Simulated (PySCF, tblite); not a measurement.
# C3H5NO2: dynamics, then NMR shifts and electronic excitations on frames

Aim: move C3H5NO2 (`NC(=O)CC=O`) away from its starting geometry and see how NMR shifts and electronic excitations follow the geometry.

The runs use tblite 0.8.0 and PySCF 2.14.0, with density-fitted response routines of our own; the level of theory stands in each step. All values are computed, except where a source is named. Atoms count from 0, in the outputs and in this text.

## (1) The starting structure

11 atoms, charge 0, multiplicity 1; geometry from: GFN2-xTB.

Bonds of the start (Å): N0–C1 1.34, C1–O2 1.21, C1–C3 1.54, C3–C4 1.50, C4–O5 1.20, N0–H6 1.01, N0–H7 1.01, C3–H8 1.09, C3–H9 1.09, C4–H10 1.10.

## (2) Dynamics with GFN2-xTB

Job settings and geometry (Å):

```
{"job": {"kind": "md", "xc": "GFN2-xTB", "basis": "xTB", "temperature": 300, "steps": 2000, "every": 50, "frames": 5}, "charge": 0, "multiplicity": 1}
N      1.446787    -0.192360     0.575034
C      0.779980    -0.434439    -0.567536
O      1.146972    -1.183475    -1.437429
C     -0.512236     0.400182    -0.699481
C     -1.404931     0.165974     0.477051
O     -1.090423     0.382246     1.618808
H      0.978799     0.280776     1.335152
H      2.253460    -0.757757     0.785487
H     -0.198326     1.446032    -0.708778
H     -0.998720     0.150300    -1.639581
H     -2.395937    -0.254808     0.235309
```

With the program's defaults for keys left out, this is: GFN2-xTB Langevin dynamics, gas phase.

Started as:

```console
$ OMP_NUM_THREADS=1 python probes_run.py task.json out
```

This one command runs all jobs of the session in turn.

What it wrote:

```text
t/fs     T/K      E/eV
    0.0   263.2   -544.38584
   25.0   172.5   -544.18937
   50.0   226.4   -544.07190
   75.0   185.6   -544.16799
  100.0   136.1   -544.02286
  125.0   275.0   -544.14167
  150.0   342.6   -544.14171
  175.0   336.6   -544.19557
  200.0   281.5   -543.98763
  225.0   349.6   -544.07907
  250.0   314.3   -543.93221
  275.0   284.1   -543.93557
  300.0   307.7   -543.95302
  325.0   403.4   -544.06810
  350.0   305.7   -543.96269
  375.0   358.6   -544.08484
  400.0   299.7   -544.08250
  425.0   270.8   -544.05968
  450.0   283.8   -544.10326
  475.0   336.6   -544.04664
  500.0   332.9   -544.15225
  525.0   273.6   -544.05015
  550.0   284.5   -544.09676
  575.0   286.3   -544.05009
  600.0   292.2   -544.17080
  625.0   261.4   -544.09381
  650.0   347.1   -544.19394
  675.0   357.7   -544.15621
  700.0   215.3   -544.03435
  725.0   293.4   -544.09186
  750.0   327.0   -544.04347
  775.0   404.3   -543.99630
  800.0   441.7   -543.84758
  825.0   497.7   -543.77213
  850.0   457.5   -543.91444
  875.0   392.9   -543.65740
  900.0   363.0   -543.84069
  925.0   339.5   -543.87251
  950.0   387.6   -543.80667
  975.0   415.0   -543.83788
 1000.0   464.6   -543.88606
```

Wall time 10 s (1 thread of Arm Neoverse N1, shared host); peak memory 0.18 GiB.

Distance from the start (root mean square after alignment): 0 fs 0.00 Å, 200 fs 0.27 Å, 400 fs 0.19 Å, 600 fs 0.14 Å, 800 fs 0.55 Å, 1000 fs 0.26 Å.

Positions (Å) and forces (eV/Å) at 1000 fs:

```xyz
11

N     0.757   -2.209   -0.046   -1.019    0.219   -0.370
C    -0.340   -1.798   -0.765    0.800   -1.403   -1.142
O    -1.091   -2.533   -1.385    0.489    0.364    1.146
C    -0.389   -0.308   -1.005    0.131    2.149   -1.036
C    -0.207    0.578    0.212    3.042   -1.166   -1.496
O     0.888    0.952    0.563   -0.295    0.060    0.078
H     1.396   -1.512    0.255    0.385    0.587    0.307
H     1.042   -3.153    0.166   -0.521   -0.015   -0.315
H     0.449    0.030   -1.765   -1.438   -0.953    1.238
H    -1.391   -0.034   -1.436    0.865   -0.497    0.117
H    -1.050    0.785    0.748   -2.438    0.654    1.475
```

## (3) Nuclear shieldings: 250 fs, PBE0/pcSseg-1

Job settings and geometry (Å):

```
{"job": {"kind": "nmr", "xc": "PBE0", "basis": "pcSseg-1", "pop": false}, "charge": 0, "multiplicity": 1}
N      1.007300    -1.758700     0.271800
C      0.450200    -0.958700    -0.626300
O      0.165300    -1.319200    -1.730100
C      0.018900     0.436300    -0.139700
C     -1.379900     0.180500     0.550400
O     -1.388900     0.151500     1.763100
H      0.889400    -1.766900     1.269900
H      1.285100    -2.694600    -0.105700
H      0.800600     0.872400     0.510500
H     -0.154600     0.968700    -1.097000
H     -2.215100    -0.046600    -0.093100
```

Method: GIAO PBE0/pcSseg-1 NMR shielding, non-relativistic, gas phase.

What it wrote:

```text
coarse grid: 9592 points
cycle   1  E = -321.8382315068  dE =  1.041e+00  |g| = 1.091e+00  |ddm| = 2.894e+00
cycle   2  E = -321.0307581303  dE =  8.075e-01  |g| = 2.312e+00  |ddm| = 2.685e+00
cycle   3  E = -322.0653685225  dE = -1.035e+00  |g| = 1.796e-01  |ddm| = 2.023e+00
cycle   4  E = -322.0711686592  dE = -5.800e-03  |g| = 8.637e-02  |ddm| = 1.733e-01
cycle   5  E = -322.0726395527  dE = -1.471e-03  |g| = 1.851e-02  |ddm| = 5.705e-02
cycle   6  E = -322.0727014463  dE = -6.189e-05  |g| = 8.718e-03  |ddm| = 1.733e-02
cycle   7  E = -322.0727144147  dE = -1.297e-05  |g| = 3.070e-03  |ddm| = 7.074e-03
cycle   8  E = -322.0727160467  dE = -1.632e-06  |g| = 7.738e-04  |ddm| = 2.385e-03
final grid: 93896 points
cycle   9  E = -322.1265632401  dE =  4.454e-06  |g| = 1.517e-02  |ddm| = 1.870e-02
cycle  10  E = -322.1264281727  dE =  1.351e-04  |g| = 3.092e-02  |ddm| = 2.782e-02
cycle  11  E = -322.1266057419  dE = -1.776e-04  |g| = 1.207e-03  |ddm| = 1.956e-02
cycle  12  E = -322.1266060185  dE = -2.766e-07  |g| = 2.575e-04  |ddm| = 8.755e-04
cycle  13  E = -322.1266060249  dE = -6.351e-09  |g| = 2.055e-04  |ddm| = 3.096e-04
cycle  14  E = -322.1266060328  dE = -7.921e-09  |g| = 3.147e-05  |ddm| = 1.491e-04
cycle  15  E = -322.1266060330  dE = -1.714e-10  |g| = 1.167e-05  |ddm| = 2.718e-05
converged SCF energy = -322.1266060330

GIAO shielding tensors (ppm)
atom      isotropic    diamagn.    paramagn.     s11        s22        s33       span
  0 N      156.820     320.839    -164.019     71.154    161.155    238.151    166.997
  1 C       24.846     248.897    -224.051    -63.762     39.602     98.697    162.458
  2 O     -118.365     400.432    -518.797   -426.217   -195.792    266.915    693.132
  3 C      117.043     250.896    -133.853     89.249    129.667    132.213     42.964
  4 C      -23.676     249.596    -273.272   -121.873    -38.827     89.674    211.547
  5 O     -419.773     398.658    -818.431  -1101.838   -490.660    333.178   1435.016
  6 H       26.656      32.341      -5.685     21.847     25.220     32.901     11.054
  7 H       26.660      28.300      -1.640     22.365     23.183     34.431     12.066
  8 H       27.657      30.613      -2.956     25.998     26.433     30.539      4.541
  9 H       27.424      30.382      -2.958     25.638     27.323     29.312      3.674
 10 H       21.464      28.643      -7.179     18.687     21.241     24.465      5.778
```

Run time: 14 s. Hardware: 1 thread of Arm Neoverse N1, shared host; peak memory 0.57 GiB.

Shifts follow as δ = σ(reference) − σ, with reference shieldings (ppm) from runs at the same level and on the same kind of geometry: 1H TMS 31.72, 13C TMS 186.9, 15N NH3 267.7, 17O H2O 336.1. The references are single molecules in the gas phase, so shifts against H2O, NH3, PH3, H3PO4 or CFCl3 are not on the usual liquid scales and can be off by tens of ppm. Each atom is listed at this fixed geometry, with no averaging over motion; a spectrum would average atoms that exchange fast.

```tsv
atoms	environment	σ (ppm)	δ (ppm)
C4	aldehyde carbonyl carbon	-23.7	210.6
C1	amide carbonyl carbon	24.8	162.1
C3	sp3 CH2 α to a carbonyl	117.0	69.9
H10	hydrogen on an aldehyde carbonyl carbon	21.46	10.25
H6	hydrogen on an amide-type nitrogen	26.66	5.06
H7	hydrogen on an amide-type nitrogen	26.66	5.06
H9	hydrogen on an sp3 CH2 α to a carbonyl	27.42	4.29
H8	hydrogen on an sp3 CH2 α to a carbonyl	27.66	4.06
N0	amide-type nitrogen	156.8	110.9
O5	aldehyde oxygen	-419.8	755.9
O2	amide-type carbonyl oxygen	-118.4	454.4
```

## (4) Ultraviolet spectrum: 250 fs, PBE0/def2-SVPD

The job, as its differences from that of step 3:

```diff
@@ -1,2 +1,2 @@
-{"job": {"kind": "nmr", "xc": "PBE0", "basis": "pcSseg-1", "pop": false}, "charge": 0, "multiplicity": 1}
+{"job": {"kind": "uv", "xc": "PBE0", "basis": "def2-SVPD", "nstates": 5, "ntriplets": 0}, "charge": 0, "multiplicity": 1}
 N      1.007300    -1.758700     0.271800
```

Method: TDDFT PBE0/def2-SVPD, vertical, gas phase, core orbitals frozen in the response.

What it wrote:

```text
coarse grid: 9592 points
cycle   1  E = -321.6659987600  dE =  9.865e-01  |g| = 1.046e+00  |ddm| = 4.190e+00
cycle   2  E = -320.8423237424  dE =  8.237e-01  |g| = 2.286e+00  |ddm| = 3.527e+00
cycle   3  E = -321.8867978064  dE = -1.044e+00  |g| = 1.606e-01  |ddm| = 2.629e+00
cycle   4  E = -321.8912753381  dE = -4.478e-03  |g| = 8.514e-02  |ddm| = 2.846e-01
cycle   5  E = -321.8927918207  dE = -1.516e-03  |g| = 1.722e-02  |ddm| = 1.014e-01
cycle   6  E = -321.8928463304  dE = -5.451e-05  |g| = 8.387e-03  |ddm| = 2.452e-02
cycle   7  E = -321.8928589852  dE = -1.265e-05  |g| = 2.771e-03  |ddm| = 8.785e-03
cycle   8  E = -321.8928604129  dE = -1.428e-06  |g| = 7.190e-04  |ddm| = 3.636e-03
final grid: 93896 points
cycle   9  E = -321.9455953918  dE =  1.335e-06  |g| = 1.414e-02  |ddm| = 7.205e-02
cycle  10  E = -321.9454704634  dE =  1.249e-04  |g| = 2.903e-02  |ddm| = 3.674e-02
cycle  11  E = -321.9456342587  dE = -1.638e-04  |g| = 1.187e-03  |ddm| = 2.540e-02
cycle  12  E = -321.9456345495  dE = -2.908e-07  |g| = 2.317e-04  |ddm| = 1.492e-03
cycle  13  E = -321.9456345548  dE = -5.291e-09  |g| = 1.866e-04  |ddm| = 4.184e-04
cycle  14  E = -321.9456345616  dE = -6.806e-09  |g| = 3.200e-05  |ddm| = 1.869e-04
cycle  15  E = -321.9456345618  dE = -1.907e-10  |g| = 1.105e-05  |ddm| = 4.785e-05
converged SCF energy = -321.9456345618

Static polarisability (au): isotropic 51.860, principal 42.527 53.211 59.841

Singlet excitations
state   eV       nm        f      main configurations
  1   4.0077    309.4   0.00375   H->L 0.60, H-1->L 0.36
  2   4.9689    249.5   0.01388   H-1->L 0.52, H->L 0.35
  3   5.8235    212.9   0.01184   H-2->L 0.88, H-1->L 0.08
  4   6.1074    203.0   0.00239   H->L+1 0.76, H-1->L+1 0.09
  5   6.9738    177.8   0.01768   H->L+2 0.91
```

Run time: 22 s. Hardware: 1 thread of Arm Neoverse N1, shared host; peak memory 0.71 GiB.

The orbitals next to the gap, with their largest atomic shares:

```tsv
orbital	eV	atoms
HOMO−3	-11.00	O5 36 %, C3 16 %, C4 15 %
HOMO−2	-8.43	O2 37 %, N0 37 %, C1 11 %
HOMO−1	-8.12	O5 36 %, O2 22 %, N0 13 %
HOMO	-7.56	O2 44 %, O5 23 %, C3 13 %
LUMO	-1.53	C4 39 %, O5 32 %, C3 7 %
LUMO+1	0.43	C1 34 %, O2 22 %, N0 13 %
LUMO+2	0.54	H7 16 %, H6 15 %, N0 14 %
```

With each of the 5 states as a Gaussian band of 0.4 eV half-width at 1/e, the curve within the window shown has maxima at 308 nm (ε 150), 249 nm (ε 570), 211 nm (ε 550), 177 nm (ε 720) L/(mol cm). Beyond the last state computed it falls off for lack of states. The curve at chosen wavelengths:

| nm | ε (L/mol/cm) |
| --- | --- |
| 170 | 408 |
| 178 | 714 |
| 185 | 442 |
| 193 | 209 |
| 201 | 348 |
| 209 | 533 |
| 216 | 508 |
| 224 | 367 |
| 232 | 354 |
| 239 | 464 |
| 247 | 564 |
| 255 | 520 |
| 263 | 372 |
| 270 | 242 |
| 278 | 150 |
| 286 | 123 |
| 294 | 133 |
| 301 | 147 |
| 309 | 154 |
| 317 | 143 |
| 324 | 122 |
| 332 | 94 |
| 340 | 66 |
| 348 | 43 |
| 355 | 28 |
| 363 | 16 |

Further results of this job:

```tsv
property	computed
dipole moment (D)	1.47
polarisability (Å³)	7.68
HOMO–LUMO gap (eV)	6.03
−ε(HOMO) (eV)	7.56
```

## (5) Nuclear shieldings: 425 fs, PBE0/pcSseg-1

Job settings and geometry (Å):

```
{"job": {"kind": "nmr", "xc": "PBE0", "basis": "pcSseg-1", "pop": false}, "charge": 0, "multiplicity": 1}
N      0.893200    -2.343300     0.045900
C      0.495400    -1.244800    -0.714300
O      0.300400    -1.211500    -1.894400
C      0.331400    -0.002300     0.184100
C     -0.940500    -0.094400     1.046200
O     -1.050400    -0.999200     1.823800
H      0.457800    -2.279700     0.921100
H      0.997500    -3.304000    -0.372000
H      1.217500     0.084000     0.867600
H      0.279000     0.929000    -0.457900
H     -1.713100     0.667300     0.956300
```

Method: GIAO PBE0/pcSseg-1 NMR shielding, non-relativistic, gas phase.

What it wrote:

```text
coarse grid: 9592 points
cycle   1  E = -321.8557029178  dE =  9.871e-01  |g| = 1.070e+00  |ddm| = 2.896e+00
cycle   2  E = -321.1002854512  dE =  7.554e-01  |g| = 2.250e+00  |ddm| = 2.626e+00
cycle   3  E = -322.0708803407  dE = -9.706e-01  |g| = 1.831e-01  |ddm| = 2.005e+00
cycle   4  E = -322.0766238971  dE = -5.744e-03  |g| = 9.439e-02  |ddm| = 1.784e-01
cycle   5  E = -322.0782196535  dE = -1.596e-03  |g| = 3.323e-02  |ddm| = 7.124e-02
cycle   6  E = -322.0784310938  dE = -2.114e-04  |g| = 9.408e-03  |ddm| = 2.767e-02
cycle   7  E = -322.0784454897  dE = -1.440e-05  |g| = 3.114e-03  |ddm| = 7.031e-03
cycle   8  E = -322.0784473426  dE = -1.853e-06  |g| = 7.393e-04  |ddm| = 2.545e-03
final grid: 93896 points
cycle   9  E = -322.1330728123  dE =  2.678e-06  |g| = 1.454e-02  |ddm| = 2.005e-02
cycle  10  E = -322.1329492178  dE =  1.236e-04  |g| = 2.962e-02  |ddm| = 2.668e-02
cycle  11  E = -322.1331116396  dE = -1.624e-04  |g| = 9.546e-04  |ddm| = 1.893e-02
cycle  12  E = -322.1331118271  dE = -1.875e-07  |g| = 1.789e-04  |ddm| = 8.518e-04
cycle  13  E = -322.1331118328  dE = -5.623e-09  |g| = 9.194e-05  |ddm| = 1.735e-04
cycle  14  E = -322.1331118341  dE = -1.326e-09  |g| = 3.495e-05  |ddm| = 7.889e-05
cycle  15  E = -322.1331118343  dE = -2.187e-10  |g| = 9.171e-06  |ddm| = 2.910e-05
converged SCF energy = -322.1331118343

GIAO shielding tensors (ppm)
atom      isotropic    diamagn.    paramagn.     s11        s22        s33       span
  0 N      147.262     324.943    -177.681     52.741    154.204    234.842    182.102
  1 C       18.628     247.143    -228.515    -84.363     55.382     84.865    169.228
  2 O     -136.071     399.933    -536.004   -442.742   -248.891    283.422    726.164
  3 C      126.772     254.150    -127.378    108.495    122.846    148.975     40.480
  4 C      -20.484     249.131    -269.615   -114.159    -44.763     97.469    211.628
  5 O     -371.771     398.416    -770.187  -1015.232   -465.599    365.519   1380.751
  6 H       27.042      34.424      -7.382     21.323     27.513     32.290     10.966
  7 H       26.376      27.789      -1.413     21.811     22.898     34.418     12.607
  8 H       27.613      30.318      -2.704     24.805     27.223     30.812      6.007
  9 H       27.382      31.000      -3.618     25.369     26.620     30.158      4.789
 10 H       21.374      28.854      -7.480     20.058     20.501     23.563      3.505
```

Run time: 13 s. Hardware: 1 thread of Arm Neoverse N1, shared host; peak memory 0.6 GiB.

Key values: δ C4 207.4, C1 168.3, C3 60.2, N0 120.5, H10 10.34, H7 5.34 ppm.

## (6) Excited states and response: 425 fs, PBE0/def2-SVPD

The job, as its differences from that of step 5:

```diff
@@ -1,2 +1,2 @@
-{"job": {"kind": "nmr", "xc": "PBE0", "basis": "pcSseg-1", "pop": false}, "charge": 0, "multiplicity": 1}
+{"job": {"kind": "uv", "xc": "PBE0", "basis": "def2-SVPD", "nstates": 5, "ntriplets": 0}, "charge": 0, "multiplicity": 1}
 N      0.893200    -2.343300     0.045900
```

With the program's defaults for keys left out, this is: TDDFT PBE0/def2-SVPD, vertical, gas phase, core orbitals frozen in the response.

What it wrote:

```text
coarse grid: 9592 points
cycle   1  E = -321.6827333867  dE =  9.346e-01  |g| = 1.025e+00  |ddm| = 4.248e+00
cycle   2  E = -320.9221768482  dE =  7.606e-01  |g| = 2.215e+00  |ddm| = 3.490e+00
cycle   3  E = -321.8911827837  dE = -9.690e-01  |g| = 1.679e-01  |ddm| = 2.575e+00
cycle   4  E = -321.8959019883  dE = -4.719e-03  |g| = 9.242e-02  |ddm| = 3.506e-01
cycle   5  E = -321.8975204520  dE = -1.618e-03  |g| = 3.198e-02  |ddm| = 1.360e-01
cycle   6  E = -321.8977263993  dE = -2.059e-04  |g| = 8.170e-03  |ddm| = 3.687e-02
cycle   7  E = -321.8977376868  dE = -1.129e-05  |g| = 2.901e-03  |ddm| = 1.023e-02
cycle   8  E = -321.8977393954  dE = -1.709e-06  |g| = 6.768e-04  |ddm| = 4.047e-03
final grid: 93896 points
cycle   9  E = -321.9512302902  dE = -1.024e-06  |g| = 1.357e-02  |ddm| = 8.009e-02
cycle  10  E = -321.9511158268  dE =  1.145e-04  |g| = 2.783e-02  |ddm| = 3.619e-02
cycle  11  E = -321.9512659612  dE = -1.501e-04  |g| = 9.335e-04  |ddm| = 2.482e-02
cycle  12  E = -321.9512661559  dE = -1.946e-07  |g| = 1.537e-04  |ddm| = 1.311e-03
cycle  13  E = -321.9512661599  dE = -4.043e-09  |g| = 8.917e-05  |ddm| = 3.497e-04
cycle  14  E = -321.9512661612  dE = -1.315e-09  |g| = 3.510e-05  |ddm| = 1.051e-04
cycle  15  E = -321.9512661614  dE = -2.306e-10  |g| = 9.161e-06  |ddm| = 4.363e-05
converged SCF energy = -321.9512661614

Static polarisability (au): isotropic 51.916, principal 41.052 57.160 57.538

Singlet excitations
state   eV       nm        f      main configurations
  1   4.2238    293.5   0.00169   H-1->L 0.70, H->L 0.28
  2   5.0644    244.8   0.02718   H->L 0.62, H-1->L 0.25
  3   5.5694    222.6   0.00171   H-2->L 0.88
  4   5.8062    213.5   0.00859   H->L+1 0.70, H-2->L 0.10
  5   7.0304    176.4   0.04909   H-1->L+1 0.88
```

Run time: 21 s. Hardware: 1 thread of Arm Neoverse N1, shared host; peak memory 0.72 GiB.

Key values: HOMO -7.76 eV, LUMO -1.64 eV; lowest singlet 4.22 eV.

## (7) Nuclear shieldings: 625 fs, PBE0/pcSseg-1

Job settings and geometry (Å):

```
{"job": {"kind": "nmr", "xc": "PBE0", "basis": "pcSseg-1", "pop": false}, "charge": 0, "multiplicity": 1}
N      1.292900    -2.352000     0.226000
C      0.760500    -1.516300    -0.663100
O      0.572800    -1.721000    -1.873900
C      0.338500    -0.231700    -0.007100
C     -0.502100    -0.519600     1.177600
O     -0.165600    -1.273700     2.064200
H      1.231200    -2.209400     1.256300
H      1.522600    -3.316100    -0.061700
H      1.234600     0.263800     0.377900
H     -0.167900     0.468900    -0.800600
H     -1.507800     0.000200     1.223500
```

Level: GIAO PBE0/pcSseg-1 NMR shielding, non-relativistic, gas phase.

What it wrote:

```text
coarse grid: 9592 points
cycle   1  E = -321.8517803127  dE =  1.046e+00  |g| = 1.076e+00  |ddm| = 2.909e+00
cycle   2  E = -320.9400289588  dE =  9.118e-01  |g| = 2.389e+00  |ddm| = 3.171e+00
cycle   3  E = -322.0688788982  dE = -1.129e+00  |g| = 2.310e-01  |ddm| = 2.521e+00
cycle   4  E = -322.0766660314  dE = -7.787e-03  |g| = 1.413e-01  |ddm| = 2.520e-01
cycle   5  E = -322.0799695216  dE = -3.303e-03  |g| = 5.443e-02  |ddm| = 1.204e-01
cycle   6  E = -322.0805499543  dE = -5.804e-04  |g| = 8.728e-03  |ddm| = 4.049e-02
cycle   7  E = -322.0805622998  dE = -1.235e-05  |g| = 3.674e-03  |ddm| = 7.680e-03
cycle   8  E = -322.0805650164  dE = -2.717e-06  |g| = 8.277e-04  |ddm| = 3.018e-03
final grid: 93896 points
cycle   9  E = -322.1328539913  dE =  3.232e-06  |g| = 1.545e-02  |ddm| = 1.986e-02
cycle  10  E = -322.1327011911  dE =  1.528e-04  |g| = 3.251e-02  |ddm| = 3.044e-02
cycle  11  E = -322.1328978492  dE = -1.967e-04  |g| = 1.232e-03  |ddm| = 2.193e-02
cycle  12  E = -322.1328981326  dE = -2.834e-07  |g| = 3.157e-04  |ddm| = 1.170e-03
cycle  13  E = -322.1328981420  dE = -9.421e-09  |g| = 2.249e-04  |ddm| = 3.311e-04
cycle  14  E = -322.1328981513  dE = -9.318e-09  |g| = 3.820e-05  |ddm| = 1.614e-04
cycle  15  E = -322.1328981516  dE = -2.718e-10  |g| = 1.436e-05  |ddm| = 4.000e-05
converged SCF energy = -322.1328981516

GIAO shielding tensors (ppm)
atom      isotropic    diamagn.    paramagn.     s11        s22        s33       span
  0 N      142.612     322.197    -179.585     54.980    166.785    206.071    151.092
  1 C       19.640     246.085    -226.445    -76.858     40.962     94.815    171.673
  2 O     -112.369     398.936    -511.305   -417.291   -189.275    269.459    686.750
  3 C      129.433     252.869    -123.436    113.191    121.560    153.548     40.357
  4 C      -23.840     250.965    -274.805   -118.241    -54.292    101.014    219.255
  5 O     -342.072     399.001    -741.072   -951.045   -437.294    362.124   1313.169
  6 H       22.329      31.557      -9.228     14.392     22.993     29.604     15.212
  7 H       26.651      27.272      -0.621     22.344     23.084     34.526     12.182
  8 H       28.211      30.677      -2.467     25.329     27.677     31.625      6.296
  9 H       26.202      29.604      -3.403     23.899     25.669     29.037      5.139
 10 H       21.085      28.132      -7.047     19.087     20.234     23.932      4.845
```

Run time: 13 s. Hardware: 1 thread of Arm Neoverse N1, shared host; peak memory 0.6 GiB.

This run: δ C4 210.8, C1 167.3, C3 57.5, N0 125.1, H10 10.63, H6 9.39 ppm.

## (8) TDDFT and polarisability: 625 fs, PBE0/def2-SVPD

The job, as its differences from that of step 7:

```diff
@@ -1,2 +1,2 @@
-{"job": {"kind": "nmr", "xc": "PBE0", "basis": "pcSseg-1", "pop": false}, "charge": 0, "multiplicity": 1}
+{"job": {"kind": "uv", "xc": "PBE0", "basis": "def2-SVPD", "nstates": 5, "ntriplets": 0}, "charge": 0, "multiplicity": 1}
 N      1.292900    -2.352000     0.226000
```

Level: TDDFT PBE0/def2-SVPD, vertical, gas phase, core orbitals frozen in the response.

What it wrote:

```text
coarse grid: 9592 points
cycle   1  E = -321.6793732785  dE =  9.923e-01  |g| = 1.032e+00  |ddm| = 4.207e+00
cycle   2  E = -320.7498493237  dE =  9.295e-01  |g| = 2.364e+00  |ddm| = 4.346e+00
cycle   3  E = -321.8898052056  dE = -1.140e+00  |g| = 2.205e-01  |ddm| = 3.511e+00
cycle   4  E = -321.8963797184  dE = -6.575e-03  |g| = 1.454e-01  |ddm| = 3.788e-01
cycle   5  E = -321.9001526896  dE = -3.773e-03  |g| = 5.139e-02  |ddm| = 1.683e-01
cycle   6  E = -321.9006949927  dE = -5.423e-04  |g| = 7.751e-03  |ddm| = 5.676e-02
cycle   7  E = -321.9007052847  dE = -1.029e-05  |g| = 3.468e-03  |ddm| = 1.342e-02
cycle   8  E = -321.9007078271  dE = -2.542e-06  |g| = 7.804e-04  |ddm| = 4.389e-03
final grid: 93896 points
cycle   9  E = -321.9517368290  dE =  2.034e-07  |g| = 1.441e-02  |ddm| = 7.451e-02
cycle  10  E = -321.9515957191  dE =  1.411e-04  |g| = 3.052e-02  |ddm| = 4.155e-02
cycle  11  E = -321.9517771560  dE = -1.814e-04  |g| = 1.223e-03  |ddm| = 2.895e-02
cycle  12  E = -321.9517774591  dE = -3.031e-07  |g| = 2.822e-04  |ddm| = 1.812e-03
cycle  13  E = -321.9517774668  dE = -7.635e-09  |g| = 2.076e-04  |ddm| = 4.450e-04
cycle  14  E = -321.9517774751  dE = -8.297e-09  |g| = 3.888e-05  |ddm| = 2.261e-04
cycle  15  E = -321.9517774754  dE = -2.970e-10  |g| = 1.347e-05  |ddm| = 6.683e-05
converged SCF energy = -321.9517774754

Static polarisability (au): isotropic 52.305, principal 39.141 56.406 61.367

Singlet excitations
state   eV       nm        f      main configurations
  1   4.2478    291.9   0.00413   H-2->L 0.55, H->L 0.23, H-1->L 0.20
  2   4.7933    258.7   0.02294   H->L 0.64, H-1->L 0.23
  3   5.2005    238.4   0.00968   H-1->L 0.56, H-2->L 0.37
  4   5.8089    213.4   0.00658   H->L+1 0.78, H->L+2 0.12
  5   7.1560    173.3   0.00566   H->L+2 0.68, H->L+1 0.14, H-2->L+1 0.12
```

Run time: 22 s. Hardware: 1 thread of Arm Neoverse N1, shared host; peak memory 0.72 GiB.

In short: HOMO -7.60 eV, LUMO -1.75 eV; lowest singlet 4.25 eV.

(Part 1 of 2 ends here.)
